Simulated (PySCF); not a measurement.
PySCF input (CCSD(T)/cc-pVDZ):

```python
from pyscf import gto, scf, mp, cc as ccmod

mol = gto.M(
    atom='''
    O    -1.26170112    0.44861239   -0.01279754
    S    -0.01151049   -0.41288437   -0.00531408
    O     1.28472211    0.37715635    0.02342570
    ''',
    basis='cc-pvdz',
    charge=-1,
    spin=1,
    verbose=4,
)

mf = scf.UHF(mol)
mf.conv_tol = 1e-10
mf.max_cycle = 100
mf.kernel()
mo, _, stable, _ = mf.stability(return_status=True)
if not stable:
    mf.kernel(mf.make_rdm1(mo, mf.mo_occ))
mp2 = mp.MP2(mf, frozen=7).run()
cc = ccmod.CCSD(mf, frozen=7)
cc.max_cycle = 100
cc.kernel()
et = cc.ccsd_t()
print(f'E(CCSD(T)) = {cc.e_tot + et:.9f}')
```

End of the output:

```
Extra cycle  E= -547.20207380933  delta_E= -2.5e-12  |g|= 1.03e-06  |ddm|= 2.13e-06
converged SCF energy = -547.20207380933  <S^2> = 0.76834479  2S+1 = 2.0182614
uhf_internal: lowest eigs of H = [0.15659573 0.2265046  0.28770592]
<class 'pyscf.scf.uhf.UHF'> wavefunction is stable in the internal stability analysis

******** <class 'pyscf.mp.ump2.UMP2'> ********
nocc = (np.int64(10), np.int64(9)), nmo = (39, 39)
frozen orbitals 7
E(UMP2) = -547.698509247499  E_corr = -0.496435438168828
E(SCS-UMP2) = -547.675898209095  E_corr = -0.473824399765226
E_corr(same-spin) = -0.140651683889271
E_corr(oppo-spin) = -0.355783754279557

******** <class 'pyscf.cc.uccsd.UCCSD'> ********
CC2 = 0
CCSD nocc = (np.int64(10), np.int64(9)), nmo = (39, 39)
frozen orbitals 7
max_cycle = 100
direct = 0
conv_tol = 1e-07
conv_tol_normt = 1e-06
diis_space = 6
diis_start_cycle = 0
diis_start_energy_diff = 1e+09
Init t2, MP2 energy = -0.496435412169471
Init E_corr(UCCSD) = -0.49643541217036
cycle = 1  E_corr(UCCSD) = -0.483918643468904  dE = 0.0125167687  norm(t1,t2) = 0.11607
cycle = 2  E_corr(UCCSD) = -0.502319963210021  dE = -0.0184013197  norm(t1,t2) = 0.0376262
cycle = 3  E_corr(UCCSD) = -0.501199549935572  dE = 0.00112041327  norm(t1,t2) = 0.0253734
cycle = 4  E_corr(UCCSD) = -0.503751248878305  dE = -0.00255169894  norm(t1,t2) = 0.0106884
cycle = 5  E_corr(UCCSD) = -0.503842142104947  dE = -9.08932266e-05  norm(t1,t2) = 0.00281918
cycle = 6  E_corr(UCCSD) = -0.503634125304292  dE = 0.000208016801  norm(t1,t2) = 0.000963177
cycle = 7  E_corr(UCCSD) = -0.50363169698014  dE = 2.42832415e-06  norm(t1,t2) = 0.00024476
cycle = 8  E_corr(UCCSD) = -0.503646527016792  dE = -1.48300367e-05  norm(t1,t2) = 8.71472e-05
cycle = 9  E_corr(UCCSD) = -0.503644421984335  dE = 2.10503246e-06  norm(t1,t2) = 3.39126e-05
cycle = 10  E_corr(UCCSD) = -0.503644481078156  dE = -5.90938211e-08  norm(t1,t2) = 1.40389e-05
cycle = 11  E_corr(UCCSD) = -0.503644209773114  dE = 2.71305042e-07  norm(t1,t2) = 4.45223e-06
cycle = 12  E_corr(UCCSD) = -0.503644147455176  dE = 6.23179376e-08  norm(t1,t2) = 1.76099e-06
cycle = 13  E_corr(UCCSD) = -0.503644114628713  dE = 3.28264627e-08  norm(t1,t2) = 7.29728e-07
UCCSD converged
E(UCCSD) = -547.7057179239586  E_corr = -0.5036441146287134
UCCSD(T) correction = -0.0157070015031024
E(CCSD(T)) = -547.721424925
```
